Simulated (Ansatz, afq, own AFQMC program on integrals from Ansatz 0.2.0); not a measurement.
**AlH$_{4}$, doublet → AlH₄⁺, triplet**

```xyz
5

Al   -0.0599    0.0001   -0.1328
H     0.4487    0.0018    1.9858
H    -0.3171   -0.0089    1.9564
H     0.7333    1.3833   -0.1888
H     0.7376   -1.3801   -0.1993
```

E(triplet, charge +1) − E(doublet, charge +0) at this geometry, on UHF and UHF determinants.

Basis cc-pVTZ. Noble-gas cores (and the filled d shells of Ga–Kr and In–Xe) are frozen. Ansatz 0.2.0 and our own AFQMC program on the same integrals; the CISD trial comes from CCSD amplitudes, and released means the phaseless constraint is let go. Error bars are statistical, one sigma. The errors of all members are added in quadrature.

No full CI on the walks' own integrals is used here; CCSDT(Q) serves as the reference and is uncertain by about the last step of the cluster series. Each member takes its own surest rung, up to full CI.

Errors are counted within cc-pVTZ, not against nature.

Cautions: AlH₄⁺ (triplet): lower spins were not checked, unrestricted determinant slightly spin contaminated (⟨S²⟩ 2.07 against 2.00), the released energies are still falling, so no released level is given (meV from the phaseless value at times in 1/Eh: -5.7 ± 2.2 at 0.24, -10.2 ± 2.2 at 0.51, -13.6 ± 2.3 at 0.99, -15.1 ± 1.8 at 1.62, -17.3 ± 1.8 at 2.40), its ph-AFQMC/CISD value lies 22.0 ± 1.9 meV above CCSDT(Q); this needn't be the first ionization.

```tsv
level	vertical ionization energy (eV)
MP2	10.905
CCSD	10.888
```

**Question.** From these cheaper values, estimate the vertical ionization energy at the reference level in cc-pVTZ.

**Answer.** 10.887 eV (CCSDT(Q) in cc-pVTZ).

```json
{"level": "HF", "vertical ionization energy (eV)": "10.159", "error against CCSDT(Q) (eV)": "-0.728"}
{"level": "CCSD(T)", "vertical ionization energy (eV)": "10.889", "error against CCSDT(Q) (eV)": "0.002"}
{"level": "CCSDT", "vertical ionization energy (eV)": "10.887", "error against CCSDT(Q) (eV)": "0.000"}
{"level": "ph-AFQMC/HF", "vertical ionization energy (eV)": "11.040 ± 0.028", "error against CCSDT(Q) (eV)": "0.153 ± 0.028"}
{"level": "ph-AFQMC/CISD", "vertical ionization energy (eV)": "10.906 ± 0.003", "error against CCSDT(Q) (eV)": "0.019 ± 0.003"}
```

Correlation beyond CCSD(T) takes off 0.002 eV. The perturbative (T) step is worth +0.001 eV.
